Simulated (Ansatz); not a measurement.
**CH3F, singlet: CASSCF and its corrections**

Computed with Ansatz's Gaussian-basis code (development build). Basis cc-pVDZ, nonrelativistic, 2 orbitals frozen in the corrections. State-specific CASSCF; RHF is the lowest restricted (open-shell) Hartree–Fock solution met. Letters tell apart solutions met in one space. Solutions may break the symmetry of the shape. No proof that the lowest CASSCF solution was found.

Geometry:

```xyz
5

C     0.0000    0.0000   -0.5692
F     0.0000    0.0000    0.6851
H     0.0000   -0.9531   -0.9169
H    -0.8255    0.4766   -0.9169
H     0.8255    0.4766   -0.9169
```

CASSCF less RHF, in eV, and natural occupations:

```
    CAS  CASSCF  occupations
(2,2) a  -0.532   1.99, 0.01
(2,2) b  -0.385   1.99, 0.01
```

Task: What totals less RHF do the corrections give on each solution?

Result: 

```csv
CAS,SC-NEVPT2
"(2,2) a",-8.805
"(2,2) b",-8.838
```

Task: In CAS(2,2), is the solution lowest in CASSCF also lowest after SC-NEVPT2?

Result: No: (2,2) b is lowest after SC-NEVPT2, 0.03 eV under (2,2) a, which leads in CASSCF.
